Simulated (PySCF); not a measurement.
# Highest orbital energy against ionisation energy along group 15

Calculated with PySCF 2.14, no spin-orbit coupling. Each cell gives −ε(HOMO) / ΔSCF in eV; NIST values include spin-orbit coupling, (s) semi-empirical, (t) theoretical.

| species | UHF | LDA | PBE | PBE0 | r2SCAN | NIST (lowest levels) |
| --- | --- | --- | --- | --- | --- | --- |
| N (x2c-QZVPPall with one added diffuse shell each of s, p, d, f type, spin-free X2C) | 15.529 / 13.888 | 8.397 / 15.002 | 8.297 / 14.722 | 10.209 / 14.694 | 8.887 / 14.796 | 14.534 |
| P (x2c-QZVPPall with one added diffuse shell each of s, p, d, f type, spin-free X2C) | 10.656 / 9.893 | 6.285 / 10.565 | 6.284 / 10.476 | 7.522 / 10.516 | 6.686 / 10.624 | 10.487 |
| As (x2c-QZVPPall with one added diffuse shell each of s, p, d, f type, spin-free X2C) | 10.043 / 9.407 | 5.962 / 10.024 | 5.921 / 9.879 | 7.099 / 9.939 | 6.309 / 10.082 | 9.789 |
| Sb (x2c-QZVPPall with one added diffuse shell each of s, p, d, f type, spin-free X2C) | 9.096 / 8.572 | 5.528 / 9.128 | 5.468 / 8.967 | 6.524 / 9.041 | 5.828 / 9.163 | 8.608 |

Task: How far is −ε(HOMO) from ΔSCF on average for each method, and why?

Result: UHF 0.89 eV; LDA -4.64 eV; PBE -4.52 eV; PBE0 -3.21 eV; r2SCAN -4.24 eV. Hartree-Fock orbital energies lack relaxation and so exceed the ΔSCF value; semilocal functionals have convex E(N) from self-interaction, so their HOMO lies far too high; exact exchange moves hybrids part of the way back.
